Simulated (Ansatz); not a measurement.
Two shapes of singlet LiH2O(+).

Shape 1:

```xyz
4

Li    0.0000    0.0000   -1.4887
O     0.0000    0.0000    0.3286
H     0.0000    0.7683    0.9186
H     0.0000   -0.7683    0.9186
```

Shape 2:

```xyz
4

Li    0.0000    0.0000   -1.3696
O     0.0000    0.0000    0.3023
H     0.0000    0.7068    0.8451
H     0.0000   -0.7068    0.8451
```

Basis set: def2-TZVP (spherical functions). Correlated methods keep 1 orbital frozen. Charge 1, multiplicity 1.

Computed with Ansatz (development build ahead of 0.2.0); each method stands on the lowest determinant of its kind that the runs found.

Q: Which shape is lower in energy, and by how much in each method?

A:

| method | E(2) − E(1) (eV) |
| --- | --- |
| RHF | 0.300 |
| RHF-MP2 | 0.471 |

Shape 1 is lower.
